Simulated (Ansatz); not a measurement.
Run this with Ansatz 0.2.0 through its Python package and show what comes out.

`run_scan.py`
```python
"""Stretching a bond of AlH6OSi(-), the rest held rigid."""

import ansatz as az
import numpy as np

BASIS_SET = "6-31G*"
FUNCTIONAL = "r2scan"
CHARGE = -1

geometry_ang = [
    ("Al", (1.3512, -0.4263, 0.0818)),
    ("O", (-0.0476, -0.3219, -1.108)),
    ("Si", (-1.3557, 0.3795, -0.2401)),
    ("H", (2.6162, -1.0714, -0.6485)),
    ("H", (1.7372, 1.0364, 0.5968)),
    ("H", (0.9417, -1.3457, 1.3231)),
    ("H", (-1.7306, -0.4727, 0.9003)),
    ("H", (-2.5166, 0.4945, -1.1348)),
    ("H", (-0.9958, 1.7276, 0.2294)),
]
alh6osi = az.Crystal.molecule()
for symbol, xyz in geometry_ang:
    alh6osi = alh6osi.atom(symbol, xyz)

symbols = [site.symbol for site in alh6osi.cartesian_sites]
start = np.array([site.position_ang for site in alh6osi.cartesian_sites])
axis = (start[6] - start[2]) / np.linalg.norm(start[6] - start[2])
moving = [6]
lengths, energies = [1.296, 1.354, 1.413, 1.472, 1.531, 1.59, 1.649, 1.737], []
for length in lengths:
    xyz = start.copy()
    xyz[moving] += (length - np.linalg.norm(start[6] - start[2])) * axis
    point = az.Crystal.molecule()
    for symbol, place in zip(symbols, xyz):
        point = point.atom(symbol, place.tolist())
    base = (
        point.calculation()
        .basis(gaussian=BASIS_SET)
        .functional(FUNCTIONAL)
        .charge(CHARGE)
    )
    report = base.run(threads=1, backend="cpu").report
    energies.append(report["free_energy_ev"])
    print(f"r = {length:6.3f} A  E = {energies[-1]:.5f} eV  <S^2> = {abs(report['mean_field']['state']['spin_squared']):.3f}")

# quartic fit about the minimum
fit = np.polynomial.Polynomial.fit(lengths, np.array(energies) - min(energies), 4).convert()
roots = [r.real for r in fit.deriv().roots() if abs(r.imag) < 1e-9 and fit.deriv(2)(r.real) > 0]
r_e = min(roots, key=lambda r: abs(r - lengths[int(np.argmin(energies))]))
print(f"minimum of the fit at {r_e:.4f} A, force constant {fit.deriv(2)(r_e):.2f} eV/A^2")
```

Output of `python run_scan.py`:
```text
r =  1.296 A  E = -16617.96553 eV  <S^2> = 0.000
r =  1.354 A  E = -16618.22800 eV  <S^2> = 0.000
r =  1.413 A  E = -16618.38291 eV  <S^2> = 0.000
r =  1.472 A  E = -16618.45004 eV  <S^2> = 0.000
r =  1.531 A  E = -16618.44955 eV  <S^2> = 0.000
r =  1.590 A  E = -16618.39741 eV  <S^2> = 0.000
r =  1.649 A  E = -16618.30630 eV  <S^2> = 0.000
r =  1.737 A  E = -16618.11911 eV  <S^2> = 0.000
minimum of the fit at 1.5000 A, force constant 17.05 eV/A^2
```

What to keep in mind:
- Total energies depend on the basis set; only differences at equal settings carry meaning.
- The rest of the molecule is held rigid at a force-field or estimated start geometry, and the basis set is modest; single-reference methods fail as a bond breaks.
- The orbitals are restricted, so S² is zero by construction.
- Anions want diffuse functions, which this basis lacks.
- Timing: 18 s on 1 thread of Intel(R) Xeon(R) Processor @ 2.30GHz, with other jobs on the host, peak memory 0.23 GiB.
